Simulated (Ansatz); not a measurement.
GeS (Pnma, No. 62), treated with PBE-D3(BJ) (Ansatz, an electronic-structure program, plane waves, PAW).

Rigid layers of the crystal as relaxed at this level are moved apart or together:

| run | k mesh | layer repeat (Å) | energy against free layers (meV/Å²) | gap on the mesh (eV) |
|---|---|---|---|---|
| 1 | 8×8×4 | 5.1904 | -33.95 | 1.265 |
| 2 | 8×8×4 | 5.3904 | -34.99 | 1.198 |
| 3 | 8×8×4 | 5.7904 | -28.85 | 0.948 |
| 4 | 8×8×4 | 6.3904 | -18.07 | 0.935 |
| 5 | 8×8×2 | 8.3904 | -3.12 | 1.328 |

The lowest energy of these points lies at a layer repeat of 5.39 Å.

Spin–orbit coupling is not included.

Note: a distance lies near a switch of the dispersion term, which can move the cell.
